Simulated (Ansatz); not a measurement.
**Worked example: a bond strength in C2H2 (acetylene)**

The species is C2H2 (4 atoms), meant as a singlet with charge 0. As SMILES, `C#C`. The shape was relaxed beforehand at r2SCAN/def2-SVP.

```xyz
4

C     0.1574   -0.5487    0.2029
C    -0.1574    0.5487   -0.2029
H     0.4367   -1.5223    0.5627
H    -0.4367    1.5223   -0.5627
```

Wanted: the dissociation energy of the C2–C1 bond into doublet CH and doublet CH (shapes relaxed at r2SCAN/def2-SVP, no zero-point term). 1 Eh = 2625.50 kJ/mol = 27.2114 eV. Totals in Eh; open shells run unrestricted unless said.

```
                                    level  program        C2H2  doublet CH  doublet CH 
                          BLYP/def2-TZVPP   Ansatz  -77.333521  -38.480285   -38.480285
                         B3LYP/def2-TZVPP   Ansatz  -77.364920  -38.497524   -38.497524
B2PLYP/def2-TZVPP, 2 core orbitals frozen   Ansatz  -77.292513  -38.457351   -38.457351
```

Question: Work out the dissociation energy at each level.

Answer: 
1. BLYP/def2-TZVPP: (-38.480285) + (-38.480285) − (-77.333521) = 0.372951 Eh = 979.2 kJ/mol = 10.15 eV.
2. B3LYP/def2-TZVPP: (-38.497524) + (-38.497524) − (-77.364920) = 0.369872 Eh = 971.1 kJ/mol = 10.06 eV.
3. B2PLYP/def2-TZVPP: (-38.457351) + (-38.457351) − (-77.292513) = 0.377811 Eh = 991.9 kJ/mol = 10.28 eV.

The levels span 971 to 992 kJ/mol; no measured value is set beside them. CH is spin-contaminated at B2PLYP/def2-TZVPP (⟨S²⟩ = 0.87). CH is spin-contaminated at B2PLYP/def2-TZVPP (⟨S²⟩ = 0.87). A bond enthalpy at 298 K also holds the loss of zero-point energy and thermal terms.
